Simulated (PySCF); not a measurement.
Species: C3H6Cl (doublet state).
Geometry (GFN2-xTB, Å), atoms numbered from 1 in this order:
```
atom  x, y, z in Å
C1    -1.256    0.176   -0.338
C2    -0.074   -0.381    0.362
C3     1.312   -0.035   -0.035
Cl4   -0.307   -0.906    1.980
H5    -1.453    1.214   -0.043
H6    -1.086    0.165   -1.413
H7    -2.149   -0.404   -0.112
H8     2.023   -0.747    0.381
H9     1.603    0.964    0.316
H10    1.397   -0.041   -1.120
```

As a line formula: `C[C](C)Cl` [radical].

Method used: UKS B3LYP, pcH-1 on C Cl H, non-relativistic, mean-field spin-orbit, GIAO (PySCF). Geometry: GFN2-xTB; no solvent, vibrations or thermal averaging. A GFN2-xTB geometry isn't a minimum of the functional, and hyperfine couplings can be far from their values at a DFT geometry. The SCF solution wasn't tested for stability.

Task: Match the computed a_iso(13C) values +164.3, -24.1 MHz (means over equivalent nuclei) with the sites C1/C3; C2.

Result: 
| site | a_iso (MHz) | ρ(0) (bohr⁻³) | position | distance from C2 (Å) | spin population | largest \|T\| (MHz) |
| --- | --- | --- | --- | --- | --- | --- |
| C1/C3 | -24.1 | -0.0215 | 1 bond from C2 | 1.48 | -0.07 | 3.1 |
| C2 | +164.3 | +0.1457 | largest spin population | 0.00 | +0.89 | 161.4 |

ρ(0) is the spin density at the nucleus and T the dipolar tensor; a_iso includes a spin–orbit part; entries for several nuclei are means. The largest Mulliken spin populations are on C2 (+0.89), Cl4 (+0.07), C3 (-0.07) and C1 (-0.07). No atom but C2 exceeds +0.15. The angles at C2 add up to 355.7°, so it is nearly planar.

The spin density at the nucleus, in bohr⁻³, is negative for C1/C3 (-0.0215), for instance. A restricted open-shell determinant has no negative spin density anywhere; here it arises because α and β orbitals differ (spin polarisation).

Class means assume fast exchange of nuclei equivalent by connectivity; if that motion is slow, each nucleus keeps its own coupling. The six 1H nuclei of mean +64.1 MHz run from 24.6 to 132.5 MHz in the frozen geometry.
